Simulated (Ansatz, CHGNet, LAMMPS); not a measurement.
## Zinc-blende InP, elastic constant C44

Reference value: 45.6 GPa (measured, temperature not stated, no zero-point or thermal correction; as tabulated in Oses et al. (2018), arXiv:1811.08464).

```
level (code)                      value (GPa)  cell (Å³/atom)  difference (%)
--------------------------------  -----------  --------------  --------------
Vashishta InP.vashishta (LAMMPS)         37.1           25.26           -18.6
CHGNet 0.3.0                             14.2           26.43             -69
LDA (Ansatz)                             45.4           24.73            -0.4
PBE (Ansatz)                             41.4           26.45            -9.2
r²SCAN (Ansatz)                          45.9           25.77            +0.7
LC-ωPBE (Ansatz)                         55.7           24.44             +22
r²SCAN0 (Ansatz)                         50.0           25.32            +9.6
r²SCANh (Ansatz)                         47.6           25.57            +4.4
Hartree–Fock (Ansatz)                    56.8           26.72             +25
```

The reference's temperature isn't stated, so close values are not ranked against it. Off by more than 25 %, or 35 % on the side where a correction would as a rule narrow the miss (bounds picked here): CHGNet 0.3.0 (-69 %).

The reference isn't brought to a static lattice, while the calculations are for one, so the differences are not the levels' errors alone. A static lattice is as a rule stiffer than a warm one, by over a tenth in soft solids.  Each level is taken at its own relaxed cell. Cutoffs and k meshes differ between the levels. Ansatz's density-functional and Hartree–Fock values are scalar-relativistic unless marked +SOC, with PAW data made under PBE.

Empirical potentials (Vashishta InP.vashishta) are fitted to chosen data: where that held the value shown, agreement is built in, and what lay outside the fit can be far off. Machine-learned potentials (CHGNet 0.3.0) are trained on DFT data: a solid inside that data is no test of them.

Differences are worked out from the printed values.

Ansatz is a program for electronic structure.
